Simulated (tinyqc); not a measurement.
Extended Hueckel theory, for H3O+, step by step. The parameters take no account of the charge, which enters only through the electron count. One step of it, computed by the program tinyqc.

Problem. Mulliken analysis. P = C n C^T; charge = valence electrons (H 1, O 6) minus the sum of (P S)_ii on the atom; overlap population = 2 sum P_ij S_ij between two atoms.

coefficients:
```
,MO1,MO2,MO3,MO4,MO5,MO6,MO7
1O 2s,0.881841,0.000034,0.000000,0.092847,0.000000,0.000177,1.009939
1O 2px,0.000002,0.729163,0.000000,-0.000011,0.000000,-0.887744,0.000155
1O 2py,0.000000,0.000000,0.729349,0.000000,0.887327,0.000000,0.000000
1O 2pz,0.023054,0.000005,0.000000,0.973817,0.000000,-0.000051,-0.369960
2H 1s,0.082067,0.379906,0.000000,-0.052105,0.000000,0.983764,-0.660164
3H 1s,0.082021,-0.190040,0.329007,-0.052069,-0.852119,-0.492199,-0.659380
4H 1s,0.082021,-0.190040,-0.329007,-0.052069,0.852119,-0.492199,-0.659380
```

occupations: 2.000000  2.000000  2.000000  2.000000  0.000000  0.000000  0.000000

overlap S:
```
,1O 2s,1O 2px,1O 2py,1O 2pz,2H 1s,3H 1s,4H 1s
1O 2s,1.000000,0.000000,0.000000,0.000000,0.448985,0.448845,0.448845
1O 2px,0.000000,1.000000,0.000000,0.000000,0.357325,-0.178783,-0.178783
1O 2py,0.000000,0.000000,1.000000,0.000000,0.000000,0.309310,-0.309310
1O 2pz,0.000000,0.000000,0.000000,1.000000,-0.146412,-0.146349,-0.146349
2H 1s,0.448985,0.357325,0.000000,-0.146412,1.000000,0.209236,0.209236
3H 1s,0.448845,-0.178783,0.309310,-0.146349,0.209236,1.000000,0.209388
4H 1s,0.448845,-0.178783,-0.309310,-0.146349,0.209236,0.209388,1.000000
```

Give: charges; Overlap populations.

Solution.

charges: 1O -0.4161, 2H 0.4720, 3H 0.4721, 4H 0.4721

Overlap populations:
```
pair,value
2-1,0.545850
3-1,0.545728
3-2,-0.052521
4-1,0.545728
4-2,-0.052521
4-3,-0.052508
```
